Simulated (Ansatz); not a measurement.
Write a Python script for Ansatz 0.2.0, Python API that makes a composite energy at a relaxed geometry of AlH5OSi, SMILES O[SiH2][AlH2]. Settings (for the species named): B3LYP, def2-SVP basis, multiplicity 1.

Contents of `alh5osi.xyz`:
```text
8

O    -1.60760   -0.07570   -0.79340
Si   -0.23950    0.67940   -0.15880
Al    1.02030   -0.97570    0.90250
H    -2.06380    0.73080   -1.23850
H     0.55350    1.27750   -1.26190
H    -0.60630    1.73640    0.81420
H     2.63150   -1.04530    0.54880
H     0.40420   -2.38450    1.13120
```

`alh5osi.py`:
```python
"""A composite energy for AlH5OSi: DFT geometry, MP2 basis limit, coupled-cluster correction."""

from dataclasses import dataclass
import itertools
import logging
import sys

import ansatz as az
from ase.data import atomic_numbers, covalent_radii
import numpy as np

logging.basicConfig(stream=sys.stdout, format="%(name)s: %(message)s")
log = logging.getLogger("calc")
log.setLevel(logging.INFO)


@dataclass
class RunConfig:
    basis_set: str = "def2-SVP"
    functional: str = "b3lyp"


opts = RunConfig()

geometry = az.Crystal.molecule_from_extxyz("alh5osi.xyz")

calculation = (
    geometry.calculation()
    .basis(gaussian=opts.basis_set)
    .functional(opts.functional)
)
symbols = [site.symbol for site in geometry.cartesian_sites]
start = np.array([site.position_ang for site in geometry.cartesian_sites], dtype=float)
report = calculation.relax(force_tolerance=0.01).run(threads=1).report
end = np.array(report["positions_ang"])
# pairs closer than 1.2 times the sum of covalent radii, before or after
radius = [covalent_radii[atomic_numbers[s]] for s in symbols]
span = lambda where, i, j: np.linalg.norm(where[i] - where[j])
bonded = [(i, j) for i, j in itertools.combinations(range(len(symbols)), 2) if min(span(start, i, j), span(end, i, j)) < 1.2 * (radius[i] + radius[j])]
log.info("pair        before    after (A)")
for i, j in bonded:
    print(f"{symbols[i]}{i}-{symbols[j]}{j}".ljust(10), f"{span(start, i, j):8.4f} {span(end, i, j):8.4f}")
for first, second in list(itertools.combinations(bonded, 2)):
    shared = set(first) & set(second)
    if shared and symbols[(j := shared.pop())] != "H":
        i, k = sorted((set(first) | set(second)) - {j})
        u, v = end[i] - end[j], end[k] - end[j]
        angle = np.degrees(np.arccos(np.clip(u @ v / np.linalg.norm(u) / np.linalg.norm(v), -1, 1)))
        log.info(f"final angle {symbols[i]}{i}-{symbols[j]}{j}-{symbols[k]}{k}: {angle:.2f} deg")

minimum = az.Crystal.molecule()
for symbol, place in zip(symbols, end):
    minimum = minimum.atom(symbol, place.tolist())
at_minimum = minimum.calculation()
# MP2 extrapolated to the basis limit, plus the small-basis difference CCSD(T) - MP2
level = lambda method, basis: at_minimum.basis(gaussian=basis).correlation(method).run(threads=1).report
small, large, cluster = level("mp2", "cc-pVDZ"), level("mp2", "cc-pVTZ"), level("ccsd_t", "cc-pVDZ")
corr = lambda each: (each["free_energy_ev"] - each["reference_energy_ev"]) / 27.211386246
mp2_limit = (27 * corr(large) - 8 * corr(small)) / 19
pieces = {"HF / cc-pVTZ": large["reference_energy_ev"] / 27.211386246, "MP2 correlation, DZ-TZ limit": mp2_limit, "CCSD(T) - MP2 / cc-pVDZ": corr(cluster) - corr(small)}
for name, value in pieces.items():
    log.info(f"{name:32s} {value:14.6f} Ha")
log.info(f"{'sum':32s} {sum(pieces.values()):14.6f} Ha")
print("T1 diagnostic", round(cluster["correlation"]["coupled_cluster"]["t1_diagnostic"], 4))
```

`python alh5osi.py` gives:
```text
calc: pair        before    after (A)
O0-Si1       1.6866   1.6844
O0-H3        1.0279   0.9651
Si1-Al2      2.3351   2.4624
Si1-H4       1.4844   1.5050
Si1-H5       1.4827   1.5050
Al2-H6       1.6510   1.5915
Al2-H7       1.5545   1.5885
calc: final angle Si1-O0-H3: 116.71 deg
calc: final angle O0-Si1-Al2: 107.32 deg
calc: final angle O0-Si1-H4: 110.97 deg
calc: final angle O0-Si1-H5: 110.98 deg
calc: final angle Al2-Si1-H4: 111.56 deg
calc: final angle Al2-Si1-H5: 111.57 deg
calc: final angle Si1-Al2-H6: 119.16 deg
calc: final angle Si1-Al2-H7: 122.09 deg
calc: final angle H4-Si1-H5: 104.49 deg
calc: final angle H6-Al2-H7: 118.75 deg
calc: HF / cc-pVTZ                        -608.697524 Ha
calc: MP2 correlation, DZ-TZ limit          -0.488526 Ha
calc: CCSD(T) - MP2 / cc-pVDZ               -0.051881 Ha
calc: sum                                 -609.237931 Ha
T1 diagnostic 0.0122
```

Notes:
- The settings weren't tested for convergence.
- The sum leaves out core correlation, relativity, the Hartree-Fock basis error and zero-point energy; a DZ-TZ extrapolation is rough.
- b3lyp holds the VWN-RPA fit, as in Gaussian; the form of ORCA and Turbomole is b3lyp5.
- Inner cores stay frozen, so this is valence correlation.
- For Al to Cl the sets with a tight d function, cc-pV(X+d)Z, are usual.
- An extrapolation from small basis sets is rough.
- The whole script took 43 s on 1 thread of Arm Neoverse V2, with other jobs on the host, peak memory 0.36 GiB.

(A comment or docstring line of the script was reworded after the run, the code is as it ran.)
